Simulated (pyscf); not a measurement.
Single points on ωB97X-D3(BJ)/def2-SVP structures (PySCF, gas phase).

**Question.** Estimate by transition-state theory the rate constant of H₃C–CH₂–ZnH (SMILES C[CH2][ZnH]) + H₂S (SMILES S) -> H₃C–CH₂–Zn–SH (SMILES C[CH2][Zn][SH]) + H₂ (SMILES [H][H]) (singlet surface; H–Zn, H–S broken, S–Zn, H–H formed) at 600 K, with ωB97M-D3(BJ)/def2-TZVP energies (ideal gas, 1 atm, RRHO with modes under 100 cm⁻¹ raised to 100, one conformer, R ln 2 for rigid chiral ones; no tunnelling).

**Answer.** The electronic barrier is 16.2 kcal/mol and the thermal terms add +19.8, so ΔG‡ = 36.0 kcal/mol. With k_BT/h = 1.25e+13 s⁻¹ and RT = 1.192 kcal/mol, and a volume of 8.18e-20 cm³ per molecule at 1 atm, k = 8.2e-20 cm³ molecule⁻¹ s⁻¹. Wigner's tunnelling factor for 1214i cm⁻¹ would be 1.35. A shift of 1 kcal/mol in the barrier changes k by a factor 2.3. On the reactant side the descent ends in a complex, 6.9 kcal/mol under the separated species and 20.2 kcal/mol under the saddle at ωB97X-D3(BJ)/def2-TZVP. At ωB97X-D3(BJ) the barrier from the zero used here is 13.3 kcal/mol. One saddle was located; it need not be the lowest between these sides. Elements up to Kr have no core potential and no relativistic terms here.
